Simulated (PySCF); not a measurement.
# H5NSSi: the cost of one run

Programs: PySCF 2.14.0, with density-fitted response routines of our own. Each step states its level of theory. These are calculated values for one molecule in the gas phase, unless marked as measured. Atoms are numbered from 0 throughout.

**1. Starting geometry**

8 atoms, charge 0, multiplicity 1; geometry from: GFN2-xTB. The atoms were then displaced at random by about 0.01 Å, so the start is not that level's minimum.

Bonds of the start (Å): N0–Si1 1.72, Si1–S2 2.15, N0–H3 0.99, N0–H4 1.02, Si1–H5 1.47, Si1–H6 1.47, S2–H7 1.33.

**2. Relaxing the molecule at PBE0-D3(BJ)/def2-SVP**

Job settings and geometry (Å):

```
{"job": {"xc": "PBE0", "basis": "def2-SVP", "d3": "d3bj", "grid": 1, "shake": 0.01, "kind": "geom"}, "charge": 0, "multiplicity": 1}
N     -0.876300    -0.756810     0.338710
Si     0.112190     0.646420     0.232900
S      1.372820     0.299820    -1.470390
H     -1.529280    -0.797060     1.082780
H     -1.284360    -1.133750    -0.519940
H     -0.486020     1.947510    -0.078560
H      0.923960     0.666530     1.453450
H      1.822130    -0.891810    -1.091410
```

On the command line:

```
> OMP_NUM_THREADS=1 python probes_run.py task.json out
```

This one command runs all jobs of the session in turn.

**Question.** How long does this first job take on 1 thread of Arm Neoverse V1, shared host, and how much memory does it need?

About 15 s, with a peak of 0.32 GiB.
